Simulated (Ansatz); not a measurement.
Reaction (formal loss of a carbene): `C[S][AlH2]` → `[CH2]` (triplet) + `[AlH2][SH]`

Computed with Ansatz on PBE0-D4/def2-TZVP structures; ΔE is electronic, products minus reactants. CBS: MP2 limit from def2 TZ/QZ plus the TZ coupled-cluster correction, frozen cores. This one scheme is used for every species. DFT in def2-TZVPP. B3LYP here is the variant with VWN-RPA as its local correlation; programs differ in this. HSE06 is defined as in plane-wave codes. Triplets are unrestricted, without spin–orbit coupling.

`C[S][AlH2]`:

Z-matrix (Å, degrees):
```
C
S 1 1.822
H 1 1.090 2 111.6
H 1 1.089 2 108.7 3 120.6
H 1 1.089 2 108.7 3 -120.6
Al 2 2.168 1 102.5 3 -0.3
H 6 1.585 2 117.5 1 0.1
H 6 1.580 2 117.5 1 -179.9
```

`[CH2]` (triplet):

```xyz
3

C     0.038    0.264    0.070
H    -0.963   -0.078    0.279
H     0.925   -0.186   -0.349
```

`[AlH2][SH]`:

Cartesian coordinates in Å:
```
Al -0.135 0.205 -0.603
S 1.005 0.074 1.251
H 0.444 1.157 -1.722
H -1.464 -0.640 -0.744
H 0.150 -0.795 1.818
```

```csv
level,ΔE (kcal/mol),difference from CCSD(T)/CBS
LDA (SPW92),116.6,17.3
PBE-D4,101.7,2.4
revPBE-D4,98.8,-0.5
BLYP-D4,98.5,-0.8
r2SCAN-D4,94.1,-5.2
B97M-V,99.3,0.0
PBE0-D4,99.1,-0.2
r2SCANh-D4,93.6,-5.7
r2SCAN0-D4,92.9,-6.4
HSE06-D4,99.2,-0.1
BHLYP-D4,94.8,-4.5
CAM-B3LYP-D4,98.3,-1.0
ωB97X-V,101.8,2.5
ωB97M-V,99.8,0.5
B2PLYP,97.1,-2.2
PBE-QIDH,98.3,-1.0
PBE,100.2,0.9
BLYP,95.2,-4.1
r2SCAN,93.8,-5.5
PBE0,97.8,-1.5
B3LYP,95.6,-3.7
r2SCANh,93.2,-6.1
r2SCAN0,92.5,-6.8
HSE06,98.0,-1.3
BHLYP,92.9,-6.4
CAM-B3LYP,97.0,-2.3
LC-ωPBE,96.3,-3.0
RPA@PBE/def2-TZVPP,94.5,-4.8
HF/def2-SVP,63.3,-36.0
MP2/def2-SVP,95.0,-4.3
CCSD(T)/def2-SVP,92.8,-6.5
HF/def2-TZVPP,63.5,-35.8
SCS-MP2/def2-TZVPP,99.6,0.3
CCSD/def2-TZVPP,93.1,-6.2
CCSD(T)/def2-TZVPP,96.0,-3.3
HF/def2-QZVPP,63.6,-35.7
MP2/def2-QZVPP,101.3,2.0
SCS-MP2/def2-QZVPP,101.8,2.5
HF/CBS(def2),63.6,-35.7
CCSD/CBS(def2),96.4,-2.9
CCSD(T)/CBS,99.3,0
```

Largest T1 diagnostic among the species: 0.011.

From PBE to PBE0 (25 % exact exchange), in def2-TZVPP and without D4, ΔE moves by −2.4 kcal/mol. The D4 term adds +2.4 kcal/mol with B3LYP and +1.3 kcal/mol with PBE0; it sums over pairs of atoms, weighted by their polarisabilities, and B3LYP, whose exchange is more repulsive, gets the larger term. Leaving LDA and LC-ωPBE aside and taking each functional with its dispersion term where it has one, the values spread over 8.8 kcal/mol, from r2SCAN0-D4 to ωB97X-V. LDA lies +16.3 kcal/mol from PBE without D4.
